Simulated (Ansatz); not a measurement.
# CHAlN+ (triplet): from Hartree-Fock to the top rungs, def2-TZVPP

An exercise on one series of results from a longer session: the logs are not shown, and one member is left open.

Method: def2-TZVPP, core rule «outside noble gas», up to 7 orbitals frozen; program: Ansatz 0.2.0, Gaussian basis.

To be run: UHF; ROHF; CCSD(T) on UHF.

## What is computed

The geometry is a PBE0/def2-TZVP stationary point (not a proven minimum) of the parent state, kept for this charge and spin.

4 atoms, charge 1, spin multiplicity 3.

Atoms are counted from 1 here; the program's logs count them from 0.

Bond lengths: Al1–N2 1.818 Å, Al1–H4 1.595 Å, N2–C3 1.194 Å. Angles: N2–Al1–H4 111.0°, Al1–N2–C3 170.0°.

Set-up of the first run:

Input file in.yaml:

```yaml
crystal:
  periodic: [false, false, false]
  atoms:
    - {symbol: Al, position_ang: [0.000000, -0.111786, 1.121424]}
    - {symbol: N, position_ang: [0.000000, 0.097969, -0.684708]}
    - {symbol: C, position_ang: [0.000000, 0.027668, -1.876852]}
    - {symbol: H, position_ang: [0.000000, 1.301302, 1.860276]}
basis:
  gaussian: {orbitals: def2-TZVPP}
total_charge: 1
magnetization: {spin_polarized: true, initial_magnetization: 2}
hamiltonian: {xc: hf}
output: {orbitals: {seedname: orbitals}}
```

On the command line:

```
$ ansatz run in.yaml --threads 1 --pin off --events-out ev --progress --plain --max-ram 4096MiB --backend cpu
```

Steps of the session up to this table: UHF; ROHF; CCSD(T) on UHF.

One table of the session follows, with a row left open; its other results are not shown here.

```
  method  from UCCSD(T) (meV)
    ROHF             +10663.5
     UHF             +10043.8
    UMP2                    ?
   UCCSD               +497.2
UCCSD(T)                    0
```

**Question.** Estimate the row for UMP2.

As computed: from UCCSD(T) (meV): +1699.3. In the column «from UCCSD(T) (meV)» it lies between UCCSD (+497.2) and UHF (+10043.8).
